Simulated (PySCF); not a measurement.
System: C₄H₉, net charge -1, singlet state. It need not be the lowest isomer of its formula. Whether it binds its extra electron was not tested at this geometry. SMILES: [C-](C)(C)C
Geometry: optimised at B3LYP-D3(BJ)/def2-TZVP (Ansatz).

Dispersion corrections to the total energy (kcal/mol) from the dftd3 and dftd4 libraries through PySCF: D3(BJ) without and D4 with the three-body term, each with the damping fitted for the functional named.

```csv
functional,D3(BJ),D4
r2SCAN,-1.51,?
TPSS,-6.72,-8.27
BHLYP,-6.80,-6.44
PBE0,-4.57,-5.08
PBE,-5.48,?
TPSSh,?,-7.52
CAM-B3LYP,-3.89,-5.02
```

Question: What belongs in the gaps?

Answer: 
- r2SCAN, D4: -1.58
- PBE, D4: -6.11
- TPSSh, D3(BJ): -6.10
